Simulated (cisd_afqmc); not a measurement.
Input (AFQMC/CISD/cc-pV(D+d)Z; cisd_afqmc is a phaseless AFQMC code with CISD trial states that reads the integrals written by Ansatz): A basis named .json is the Basis Set Exchange file of that set.

Ansatz 0.2 input:
```python
import cisd_afqmc

open("ham.yaml", "w").write("""\
crystal:
  periodic: [false, false, false]
  atoms:
    - {symbol: Cl, position_ang: [-0.00000000, -0.00000000, -0.07122178]}
    - {symbol: H, position_ang: [0.00000000, 0.00000000, 1.21077034]}
basis:
  gaussian:
    orbitals: cc-pV_D+d_Z.json
magnetization: {spin_polarized: false}
correlation: {method: ccsd, electrons: outside_noble_gas, hamiltonian_folder: ham}
""")
rep = cisd_afqmc.ansatz("ham.yaml")
e_ccsd = rep["correlation"]["coupled_cluster"]["energy"]["hartree"]
out = cisd_afqmc.run("ham", e_ccsd, trial="CISD", walkers=200, populations=8, threads=8, dt=0.005, steps=40, early=24, settle=10, least=32,
    cut=5e-5, rank_cut=2e-4, target=0.0004, seconds=1500, seed=1, memory=12960, gpu=False)
```

Output:

```
orbitals 23, occupied [4], factors 125 of 284, rank of the doubles 42 of 76
E(HF) = -460.091540
E(CCSD) on the cut factors = -460.258623, shift to the whole factors -0.000016
Energy of the trial state on the determinant = -460.258620
  tau behind 7.2 of longer steps, mean of the populations' last blocks
   2.0  -460.26228
   4.0  -460.26215
   6.0  -460.26180
   8.0  -460.26188
blocks 348 (0 outliers left out), error by blocks joined: 1: 0.00006, 2: 0.00007, 4: 0.00008, 8: 0.00010, 16: 0.00012
E(AFQMC/CISD) = -460.26203 +/- 0.00012
```
